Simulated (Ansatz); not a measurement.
I need a comparison of dispersion corrections of C₃H₄F₂, SMILES FC=CCF. Use Ansatz 0.2.0 through its Python package. Use (for the species named): BLYP, def2-SVP basis, multiplicity 1, D3BJ dispersion.

```yaml
atoms:
  - { symbol: F, position_ang: [-2.2064, 0.0144, 1.3493] }
  - { symbol: C, position_ang: [-1.2807, -0.3063, 0.4375] }
  - { symbol: C, position_ang: [-0.0576, 0.2944, 0.4354] }
  - { symbol: C, position_ang: [0.9613, 0.0143, -0.5689] }
  - { symbol: F, position_ang: [1.3482, 1.1367, -1.1862] }
  - { symbol: H, position_ang: [-1.6282, -1.0832, -0.2589] }
  - { symbol: H, position_ang: [0.1381, 1.0806, 1.1833] }
  - { symbol: H, position_ang: [0.7185, -0.7170, -1.3073] }
  - { symbol: H, position_ang: [1.8808, -0.3763, -0.0152] }
```

`c3h4f2.py`:
```python
"""Size of D3 and D4 in C3H4F2."""

import ansatz as az

GEOMETRY = """
F    -2.20640    0.01440    1.34930
C    -1.28070   -0.30630    0.43750
C    -0.05760    0.29440    0.43540
C     0.96130    0.01430   -0.56890
F     1.34820    1.13670   -1.18620
H    -1.62820   -1.08320   -0.25890
H     0.13810    1.08060    1.18330
H     0.71850   -0.71700   -1.30730
H     1.88080   -0.37630   -0.01520
"""

system = az.Crystal.molecule()
for line in GEOMETRY.strip().splitlines():
    symbol, *xyz = line.split()
    system = system.atom(symbol, [float(v) for v in xyz])

base = system.calculation().basis(gaussian="def2-SVP")
for name in ["blyp", "revpbe"]:
    for correction in ("d3bj", "d4"):
        data = base.functional(name, dispersion=correction).run().report
        print(f"{name:8s} {correction:5s} total {data['free_energy_ev']:.5f} eV, of which dispersion {1000 * data['dispersion']['energy']['ev']:.2f} meV")
```

```console
$ python c3h4f2.py
blyp     d3bj  total -8600.33475 eV, of which dispersion -288.91 meV
blyp     d4    total -8600.33761 eV, of which dispersion -291.78 meV
revpbe   d3bj  total -8599.80026 eV, of which dispersion -368.75 meV
revpbe   d4    total -8599.90048 eV, of which dispersion -468.97 meV
```

The settings weren't tested for convergence. The geometry is a force-field or estimated start, not a minimum of this method, and the basis set is short of its limit. D4 holds the three-body term, and d3bj doesn't. Finished in 6.2 s on 1 thread of Arm Neoverse V2, on a shared host, peak memory 0.18 GiB.

(Lines on the test bed's own set-up are left out of the output.)
